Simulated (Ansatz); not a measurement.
# B2H6: methods side by side

B2H6 has 8 atoms, charge 0, and is taken as a singlet. Geometry: relaxed at GFN2-xTB.

```xyz
8

B     0.5123   -0.6519    0.3616
H     1.3483   -1.1845   -0.2678
H     0.3617   -0.9945    1.4743
H     0.6297    0.6511    0.2856
B    -0.5127    0.6521   -0.3614
H    -1.3479    1.1852    0.2679
H    -0.3605    0.9943   -1.4738
H    -0.6309   -0.6518   -0.2863
```

Quantity: the vertical energy of the triplet above the singlet, in eV. The values are calculated.

| level | kind | program | value (eV) | CPU time (all runs) |
| --- | --- | --- | --- | --- |
| SVWN5/STO-3G | LDA | Ansatz | 6.72 | 1.6 s |
| BLYP/STO-3G | GGA | Ansatz | ? | 2.5 s |
| PBE/STO-3G | GGA | Ansatz | 6.86 | 2.7 s |
| revPBE/STO-3G | GGA | Ansatz | ? | 2.6 s |
| CCSD(T)/STO-3G | coupled cluster or CI | Ansatz | 8.69 | 0.36 s |
| CCSD/STO-3G | coupled cluster or CI | Ansatz | 8.74 | 0.35 s |
| CCSDT(Q)/STO-3G | coupled cluster or CI | Ansatz | 8.66 | 1.4 s |
| CCSDTQ/STO-3G | coupled cluster or CI | Ansatz | 8.66 | 39 s |
| FCI/STO-3G | exact in the basis | Ansatz | 8.66 | 1.9 min |

Problem. Estimate what the levels marked ? give.

Solution. As computed at these levels: BLYP/STO-3G: 6.95 eV; revPBE/STO-3G: 6.92 eV. The values span 6.72 to 8.74 eV. All rows use very small basis sets, so even the best lies far from the true value. Times are those of the runs behind each value, whatever else they computed, on shared processors of several kinds: orders of magnitude only.
